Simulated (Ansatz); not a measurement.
# Energy profile

The step: BNH₄ ([BH2][NH2]) + H₂O → BH₃O ([BH2][OH]) + NH₃ (still joined by a long B–N bond); bonds formed: B1–O6, N2–H5; bonds broken: H5–O6; bonds weakened to dative contacts: B1–N2 (atoms numbered as in the saddle structure below).

B1  (-0.425, -0.543, 0.180)
N2  (-0.062, 0.961, 0.389)
H3  (-1.571, -0.738, -0.119)
H4  (0.062, -1.272, 1.009)
H5  (0.601, 0.477, -0.703)
O6  (0.476, -0.586, -1.164)
H7  (0.463, 1.201, 1.217)
H8  (-0.799, 1.636, 0.244)
H9  (1.256, -1.137, -1.053)
(Å)

Electronic energies by CCSD(T) at an estimated basis limit (MP2 extrapolated from triple and quadruple zeta, plus CCSD(T) − MP2 in triple zeta), on PBE0-D4/def2-TZVP structures; BNH$_{6}$O, singlet; no counterpoise correction. Ansatz 0.2.0; basis: def2-TZVPP and def2-QZVPP; cores frozen in the correlated methods. Extrapolation: Hartree–Fock as exp(−7.88 √X), correlation as X^−2.97.

Problem. Give the profile in kJ/mol, counted from the separated reactants. (Judge from chemistry; the value comes from the calculation.)

Solution. The calculation gives:
```json
{"point": "separated: BNH$_{4}$ (linked as [BH2][NH2]; B1, N2, H3, H4, H7, H8; singlet) + H$_{2}$O (H5, O6, H9; singlet)", "kJ/mol": "0.0"}
{"point": "start structure", "kJ/mol": "-16.4"}
{"point": "saddle", "kJ/mol": "59.0"}
{"point": "end structure", "kJ/mol": "-46.6"}
{"point": "separated: BH$_{3}$O (linked as [BH2][OH]; B1, H3, H4, O6, H9; singlet) + NH$_{3}$ (N2, H5, H7, H8; singlet)", "kJ/mol": "3.8"}
```

No T1 diagnostic of these runs exceeds 0.014.

The step is the kind of ligand exchange by which a precursor binds to a hydroxyl group, or is hydrolysed, in atomic layer deposition of oxides.

For scale, one of the runs: CCSD(T)/def2-TZVPP, 177 basis functions, launched by `ansatz run in.yaml --threads 2 --pin off --events-out ev --progress --plain --max-ram 4352MiB`. The run took 28 s on 2 CPU threads of an Arm Neoverse V2 (shared host), with 1.7 GiB of host memory at its peak.
